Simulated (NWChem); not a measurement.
**One shape, several levels: N2O (nitrous oxide)**

Aim: a comparison of 3 runs (PBE/cc-pVTZ, SVWN5/cc-pVTZ, r2SCAN/cc-pVTZ) of N2O (nitrous oxide). 

The calculation is run with NWChem 7.3.0.

**1. The molecule**

The species is N2O (3 atoms), meant as a singlet with charge 0. SMILES: `N#[N+][O-]`. The coordinates come from a PBE0-D4/def2-TZVP relaxation.

Bond lengths: N1–N2 1.118 Å, N2–O3 1.174 Å. Angles: N1–N2–O3 180.0°.

**2. Energy and gradient at PBE/cc-pVTZ (run 1)**

File m1.xyz:

```xyz
3
N2O PBE
N     -0.511700     1.001300    -0.167900
N     -0.008400     0.016500    -0.002800
O      0.520100    -1.017800     0.170700
```

File m1.nw:

```
start m1
title "N2O PBE"
memory 2200 mb
charge 0

geometry units angstrom noautosym nocenter noautoz
   load format xyz m1.xyz
end

basis spherical bse
   * library cc-pVTZ
end

dft
   xc xpbe96 cpbe96
   mult 1
   grid fine
   convergence energy 1e-08
   iterations 100
   mulliken
end

task dft gradient
```

On the command line:

```
nwchem m1.nw > m1.out
```

What it wrote:

```text
[...]
          Wavefunction type:  closed shell.
          No. of atoms     :     3
          No. of electrons :    22
[...]
          Charge           :     0
          Spin multiplicity:     1
[...]
          AO basis - number of functions:    90
[...]
              XC Information
              --------------
          PerdewBurkeErnzerhof Exchange Functional  1.000
            Perdew 1991 LDA Correlation Functional  1.000 local
           PerdewBurkeErnz. Correlation Functional  1.000 non-local
[...]
 d= 0,ls=0.0,diis     1   -184.4358442686 -2.46D+02  1.03D-02  1.48D+00     1.4
[...]
 d= 0,ls=0.0,diis    10   -184.5594494855 -6.93D-09  5.01D-07  3.34D-08    11.0
         Total DFT energy =     -184.559449485544
      One electron energy =     -372.260205136427
           Coulomb energy =      148.480490524290
    Exchange-Corr. energy =      -22.127601046960
 Nuclear repulsion energy =       61.347866173554
[...]
  wavefunction    = closed shell
                         DFT ENERGY GRADIENTS
    atom               coordinates                        gradient
                 x          y          z           x          y          z
   1 N      -0.966973   1.892183  -0.317285    0.021935  -0.042934   0.007205
   2 N      -0.015874   0.031180  -0.005291   -0.010150   0.019882  -0.003344
   3 O       0.982846  -1.923363   0.322576   -0.011785   0.023052  -0.003860
[...]
```

Wall time 16 s (1 thread of Intel Xeon Platinum 8375C at 2.90GHz (Ice Lake), shared host); peak memory 0.12 GiB.

**3. Energy and gradient at SVWN5/cc-pVTZ (run 2)**

File n2o.nw:

```
start n2o
title "N2O"
memory stack 880 mb heap 220 mb global 1100 mb
geometry noautosym nocenter noautoz
 N     -0.511700     1.001300    -0.167900
 N     -0.008400     0.016500    -0.002800
 O      0.520100    -1.017800     0.170700
end
basis spherical bse
 * library cc-pVTZ
end
dft
 xc slater vwn_5
 grid fine
 convergence energy 1e-08
 iterations 100
 mulliken
end
task dft gradient
```

On the command line:

```
nwchem n2o.nw > n2o.out
```

What it wrote:

```text
[...]
          Wavefunction type:  closed shell.
          No. of atoms     :     3
          No. of electrons :    22
[...]
          Charge           :     0
          Spin multiplicity:     1
[...]
          AO basis - number of functions:    90
[...]
              XC Information
              --------------
                        Slater Exchange Functional  1.000 local
                      VWN V Correlation Functional  1.000 local
[...]
 d= 0,ls=0.0,diis     1   -183.2224906565 -2.45D+02  1.12D-02  2.34D+00     1.2
[...]
 d= 0,ls=0.0,diis    11   -183.3607062984 -1.51D-09  1.90D-07  3.54D-09     9.8
         Total DFT energy =     -183.360706298394
      One electron energy =     -372.093845456414
           Coulomb energy =      148.247568797663
    Exchange-Corr. energy =      -20.862295813196
 Nuclear repulsion energy =       61.347866173554
[...]
      Total Density - Mulliken Population Analysis
     ---------------------------------------------
    Atom       Charge   Shell Charges
 -----------   ------   -------------------------------------------------------
    1 N    7     7.15   1.92  0.26  0.96  0.66  0.99  1.55  0.74  0.02  0.05  0.01
    2 N    7     6.71   1.91  0.25  0.86  0.16  1.08  1.67  0.58  0.03  0.16  0.01
    3 O    8     8.14   1.91  0.27  1.02  0.56  1.29  1.97  1.08  0.01  0.04  0.00
[...]
  wavefunction    = closed shell
                         DFT ENERGY GRADIENTS
    atom               coordinates                        gradient
                 x          y          z           x          y          z
   1 N      -0.966973   1.892183  -0.317285    0.013416  -0.026264   0.004410
   2 N      -0.015874   0.031180  -0.005291   -0.011426   0.022382  -0.003765
   3 O       0.982846  -1.923363   0.322576   -0.001990   0.003883  -0.000645
[...]
```

Run time: 15 s. Hardware: 1 thread of Intel Xeon Platinum 8375C at 2.90GHz (Ice Lake), shared host; peak memory 0.12 GiB.

**4. Energy and forces at r2SCAN/cc-pVTZ (run 3)**

File m1.nw:

```
START m1
TITLE "N2O gradient"
memory stack 880 mb heap 220 mb global 1100 mb
charge 0
GEOMETRY units bohr noautosym nocenter noautoz
N  -0.96697286  1.89218277 -0.31728502
N  -0.01587370  0.03118048 -0.00529123
O   0.98284656 -1.92336325  0.32257625
END
BASIS spherical bse
* library cc-pVTZ
END
DFT
xc r2scan
grid fine
convergence energy 1e-08
iterations 100
mulliken
END
TASK dft gradient
```

On the command line:

```
nwchem m1.nw > m1.out
```

What it wrote:

```text
[...]
          Wavefunction type:  closed shell.
          No. of atoms     :     3
          No. of electrons :    22
[...]
          Charge           :     0
          Spin multiplicity:     1
[...]
          AO basis - number of functions:    90
[...]
              XC Information
              --------------
                      r^2SCAN Method XC Functional
               r^2SCAN metaGGA Exchange Functional  1.000
                     r^2SCAN Correlation Potential  1.000
[...]
 d= 0,ls=0.0,diis     1   -184.5415139789 -2.46D+02  9.71D-03  1.21D+00     1.6
[...]
 d= 0,ls=0.0,diis    10   -184.6516578740 -3.01D-09  7.90D-08  3.08D-10    12.1
         Total DFT energy =     -184.651657874028
      One electron energy =     -372.221426574087
           Coulomb energy =      148.452618151501
    Exchange-Corr. energy =      -22.230711148906
 Nuclear repulsion energy =       61.347861697463
[...]
      Total Density - Mulliken Population Analysis
     ---------------------------------------------
    Atom       Charge   Shell Charges
 -----------   ------   -------------------------------------------------------
    1 N    7     7.17   1.96  0.24  0.96  0.67  0.95  1.60  0.72  0.02  0.05  0.01
    2 N    7     6.64   1.95  0.23  0.87  0.13  1.03  1.71  0.51  0.03  0.16  0.02
    3 O    8     8.19   1.95  0.26  1.02  0.57  1.26  2.04  1.05  0.01  0.04  0.00
[...]
  wavefunction    = closed shell
                         DFT ENERGY GRADIENTS
    atom               coordinates                        gradient
                 x          y          z           x          y          z
   1 N      -0.966973   1.892183  -0.317285    0.010464  -0.020488   0.003442
   2 N      -0.015874   0.031180  -0.005291   -0.005437   0.010662  -0.001800
   3 O       0.982847  -1.923363   0.322576   -0.005027   0.009825  -0.001642
[...]
```

Wall time 18 s (1 thread of Intel Xeon Platinum 8375C at 2.90GHz (Ice Lake), shared host); peak memory 0.12 GiB.

**5. Overview of the runs**

| run | level | energy (Eh) | dipole moment (D) | HOMO energy (eV) | LUMO energy (eV) | wall time |
| --- | --- | --- | --- | --- | --- | --- |
| 1 | PBE/cc-pVTZ | -184.559449 | 0.19 | -8.26 | -1.18 | 16 s |
| 2 | SVWN5/cc-pVTZ | -183.360706 | 0.19 | -8.51 | -1.49 | 15 s |
| 3 | r2SCAN/cc-pVTZ | -184.651658 | 0.14 | -8.61 | -1.01 | 18 s |

**6. Outcome**

```
                       quantity          value
            run 3: total energy  -184.65166 Eh
           run 3: dipole moment         0.14 D
             run 3: HOMO energy       -8.61 eV
             run 3: LUMO energy       -1.01 eV
           run 3: HOMO–LUMO gap        7.60 eV
run 3: largest force on an atom     1.196 eV/Å
```

The dipole moment (its size) runs from 0.14 D (r2SCAN/cc-pVTZ) to 0.19 D (PBE/cc-pVTZ). The HOMO–LUMO gap runs from 7.03 eV (SVWN5/cc-pVTZ) to 7.60 eV (r2SCAN/cc-pVTZ). Totals of different functionals can't be ranked against each other. All runs together took 49 s, the longest 18 s.
